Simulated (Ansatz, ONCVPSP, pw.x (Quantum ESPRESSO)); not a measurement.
# Cr (Z = 24): does the ONCV potential hold in the solid?

```
Element                 : Cr
Generator               : ONCVPSP 4.0.1.1 (patched build)
Type                    : optimised norm-conserving Vanderbilt (ONCV)
Functional              : LDA (Perdew-Wang 92)
Relativity              : scalar-relativistic
Frozen core             : [Ne]
Valence charge          : 14
Reference configuration : 3s2 3p6 3d5 4s0.5 (charge +0.5)
Partial waves           : 3s+4s: rc 1.75 bohr, ncon 5, nbas 8, qcut 5.5 1/bohr, 2 projectors; 3p: rc 1.35 bohr, ncon 4, nbas 8, qcut 8.2 1/bohr, 2 projectors, debl 0.7 Ha; 3d: rc 2.05 bohr, ncon 4, nbas 9, qcut 7.5 1/bohr, 2 projectors, debl 0.9 Ha; f scattering state at 0.04 Ha: rc 1.95 bohr, ncon 4, nbas 9, qcut 6.5 1/bohr, 2 projectors, debl 2 Ha
Local potential         : polynomial inside 0.90 bohr (lpopt 3, dvloc0 4 Ha)
Core correction         : polynomial model core, fcfact 0.45
```

In the p channel the program set the typed energies aside and used -1.790, 0.250 Ha.

Crystal test: bcc Cr in pw.x 7.5, no spin, 16³ k-points, Fermi–Dirac smearing 0.01 Ry, cutoffs 70/280 Ry. The reference is all-electron LAPW (Ansatz 0.2.0) with the same functional, mesh and smearing; V0 and B0 come from Birch–Murnaghan fits to the pressures at five volumes. Errors are pseudo minus all-electron; Δ is the rms difference of the E(V) curves that follow from these fits, minima aligned, over ±6 % about the mean V0. Mesh and smearing are coarse, so the numbers serve the comparison and aren't converged zero-temperature values; the lattice is a test structure that the element need not adopt. Spin polarisation and strong correlation are left out, which matters for this element.

```json
{"V (Å³/atom)": "10.303", "P all-electron (GPa)": "17.25", "P pseudo (GPa)": "25.77"}
{"V (Å³/atom)": "10.574", "P all-electron (GPa)": "8.16", "P pseudo (GPa)": "15.30"}
{"V (Å³/atom)": "10.845", "P all-electron (GPa)": "0.16", "P pseudo (GPa)": "8.05"}
{"V (Å³/atom)": "11.116", "P all-electron (GPa)": "-6.86", "P pseudo (GPa)": "1.29"}
{"V (Å³/atom)": "11.387", "P all-electron (GPa)": "-13.03", "P pseudo (GPa)": "-5.71"}
```

All-electron: a0 = 2.789 Å (V0 = 10.85 Å³/atom), B0 = 298.7 GPa.

Pseudopotential: mean pressure error (GPa): +7.80; a0 (Å): 2.815; a0 error (%): +0.90; B0 error (%): -10.1; Δ (meV/atom): 18.4. This is a poor potential for the solid.

Question: At the middle volume, how do free energy and pressure move when the wave cutoff is lowered (ecutrho kept at four times it)?

Answer:

```tsv
cutoff (Ry)	shift of F (meV/atom)	shift of P (GPa)
32	+8890.5	-447.25
42	+1728.5	-115.41
56	+181.0	-24.54
```

Input at the middle volume:

```
&control
  calculation='scf', prefix='x', pseudo_dir='./', outdir='./tmp', tstress=.true., disk_io='none'
/
&system
  ibrav=0, nat=1, ntyp=1, ecutwfc=70, ecutrho=280, nbnd=15,
  occupations='smearing', smearing='fd', degauss=0.01
/
&electrons
  conv_thr=1e-09, mixing_beta=0.4, electron_maxstep=70
/
ATOMIC_SPECIES
Cr 1.0 Cr.UPF
CELL_PARAMETERS angstrom
  -1.39440797 1.39440797 1.39440797
  1.39440797 -1.39440797 1.39440797
  1.39440797 1.39440797 -1.39440797
ATOMIC_POSITIONS crystal
Cr 0.0000 0.0000 0.0000
K_POINTS automatic
16 16 16 0 0 0
```

```bash
pw.x < Cr.scf.in > Cr.scf.out
```

Lines of the output:

```
Message from routine setup:
     using ibrav=0 with symmetry is DISCOURAGED, use correct ibrav instead
     lattice parameter (alat)  =       4.5640  a.u.
     unit-cell volume          =      73.1857 (a.u.)^3
     number of electrons       =        14.00
     number of Kohn-Sham states=           15
     kinetic-energy cutoff     =      70.0000  Ry
     charge density cutoff     =     280.0000  Ry
     scf convergence threshold =      1.0E-09
     Exchange-correlation= SLA  PW   NOGX NOGC
     number of k points=   145  Fermi-Dirac smearing, width (Ry)=  0.0100
     iteration #  1     ecut=    70.00 Ry     beta= 0.40
     total energy              =    -183.60771846 Ry
     estimated scf accuracy    <       1.16904092 Ry
     iteration #  2     ecut=    70.00 Ry     beta= 0.40
     total energy              =    -183.76575025 Ry
     estimated scf accuracy    <       0.02548137 Ry
     iteration #  3     ecut=    70.00 Ry     beta= 0.40
     total energy              =    -183.77094238 Ry
     estimated scf accuracy    <       0.00256439 Ry
     iteration #  4     ecut=    70.00 Ry     beta= 0.40
     total energy              =    -183.77102240 Ry
     estimated scf accuracy    <       0.00216138 Ry
     iteration #  5     ecut=    70.00 Ry     beta= 0.40
     total energy              =    -183.77136709 Ry
     estimated scf accuracy    <       0.00003221 Ry
     iteration #  6     ecut=    70.00 Ry     beta= 0.40
     total energy              =    -183.77135493 Ry
     estimated scf accuracy    <       0.00003277 Ry
     iteration #  7     ecut=    70.00 Ry     beta= 0.40
     total energy              =    -183.77136271 Ry
     estimated scf accuracy    <       0.00000123 Ry
     iteration #  8     ecut=    70.00 Ry     beta= 0.40
     total energy              =    -183.77136312 Ry
     estimated scf accuracy    <       0.00000018 Ry
     iteration #  9     ecut=    70.00 Ry     beta= 0.40
     total energy              =    -183.77136315 Ry
     estimated scf accuracy    <          2.9E-09 Ry
     iteration # 10     ecut=    70.00 Ry     beta= 0.40
     total energy              =    -183.77136315 Ry
     estimated scf accuracy    <          1.8E-09 Ry
     iteration # 11     ecut=    70.00 Ry     beta= 0.40
     the Fermi energy is    21.2523 ev
!    total energy              =    -183.77136315 Ry
     estimated scf accuracy    <          4.2E-12 Ry
     smearing contrib. (-TS)   =      -0.00303957 Ry
     The total energy is F=E-TS. E is the sum of the following terms:
     one-electron contribution =     -46.12742045 Ry
     hartree contribution      =      32.18652668 Ry
     xc contribution           =     -34.48085556 Ry
     ewald contribution        =    -135.34657425 Ry
     convergence has been achieved in  11 iterations
          total   stress  (Ry/bohr**3)                   (kbar)     P=       80.49
     Message from routine punch:
     Nothing written, as per user request (disk_io='none')
```

The run at the middle volume (145 k-points, 11 iterations) took about 9.4 s on one core of a shared host (AMD EPYC 9R45 96-Core Processor, 96 threads, 376 GiB, load 32).
